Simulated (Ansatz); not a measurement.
Input for Ansatz (development build ahead of 0.2.0):

```yaml
crystal:
  periodic: [false, false, false]
  atoms:
    - { symbol: H, position_ang: [2.08967, 0.42786, -0.06225] }
    - { symbol: C, position_ang: [1.21539, -0.22241, 0.02028] }
    - { symbol: "N", position_ang: [1.0e-05, 0.5636, -0.14845] }
    - { symbol: C, position_ang: [-1.21543, -0.2224, 0.0203] }
    - { symbol: H, position_ang: [-2.0896, 0.42801, -0.06218] }
    - { symbol: H, position_ang: [1.28227, -0.96647, -0.77983] }
    - { symbol: H, position_ang: [1.27609, -0.76438, 0.98169] }
    - { symbol: H, position_ang: [0.00022, 1.3294, 0.5164] }
    - { symbol: H, position_ang: [-1.28239, -0.96638, -0.77988] }
    - { symbol: H, position_ang: [-1.27608, -0.76443, 0.98167] }
basis:
  gaussian: { orbitals: cc-pVTZ }
hamiltonian:
  xc: hf
correlation:
  method: mp2
  frozen_orbitals: { C: 1, H: 0, "N": 1 }
```

The input is written out in the form of the current development build from the run's settings.

The run gave:

```yaml
Converged: yes
Reference_energy: -134.29210 hartree
Correlation_energy: -0.57711 hartree
Total_energy: -134.86921 hartree
Spin_squared_of_the_determinant: 0.000
Stability_test: minimum among restricted orbitals
```
